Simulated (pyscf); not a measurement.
5 gas-phase steps of one pattern: four-centre exchange on the singlet surface, B–C + H–H broken and B–H + C–H formed. PySCF, gas phase, ωB97X-D3(BJ)/def2-SVP geometries. Electronic energies in kJ/mol, from the separated reactants; ΔE‡ and ΔE at ωB97M-D3(BJ)/def2-TZVP. Rows were drawn at random from the steps of this pattern with a verified saddle, stable references and no exit in the data more than 5 kcal/mol lower.

```json
[
 {"row": "1", "step": "H₃C–B(OH)–OH (SMILES CB(O)O) + H₂ (SMILES [H][H]) → HO–BH–OH (SMILES OBO) + CH₄ (SMILES C)", "ΔE": "-22.1", "ΔE‡": "235.8"},
 {"row": "2", "step": "H₃C–B(CH₃)–CH₃ (SMILES CB(C)C) + H₂ (SMILES [H][H]) → CH₄ (SMILES C) + H₃C–BH–CH₃ (SMILES CBC)", "ΔE": "-19.5", "ΔE‡": "103.4"},
 {"row": "3", "step": "H₃C–BH–OH (SMILES CBO) + H₂ (SMILES [H][H]) → H₂B–OH (SMILES BO) + CH₄ (SMILES C)", "ΔE": "-17.6", "ΔE‡": "170.6"},
 {"row": "4", "step": "H₂C=CH–B(F)–F (SMILES C=CB(F)F) + H₂ (SMILES [H][H]) → F–BH–F (SMILES FBF) + H₂C=CH₂ (SMILES C=C)", "ΔE": "+1.0", "ΔE‡": "?"},
 {"row": "5", "step": "H₂C=CH–B(Cl)–Cl (SMILES C=CB(Cl)Cl) + H₂ (SMILES [H][H]) → Cl–BH–Cl (SMILES ClBCl) + H₂C=CH₂ (SMILES C=C)", "ΔE": "+5.1", "ΔE‡": "150.0"}
]
```

**Question.** From a straight line through the complete rows, estimate the missing barrier and say how far the line can be trusted.

**Answer.** Over the 4 complete rows the means are -13.5 (ΔE) and 165.0 (ΔE‡); least squares gives b = -1.14 and a = 149.5 kJ/mol, with residuals of 45.9 kJ/mol (root mean square; largest 68.3, row 2). For row 4: 149.5 + -1.14 × (+1.0) = 148.4 kJ/mol. The computed barrier is 195.3 kJ/mol, 46.9 over the line. The scatter is large against the spread of the barriers, so the line says little here. Each barrier is that of the saddle found.
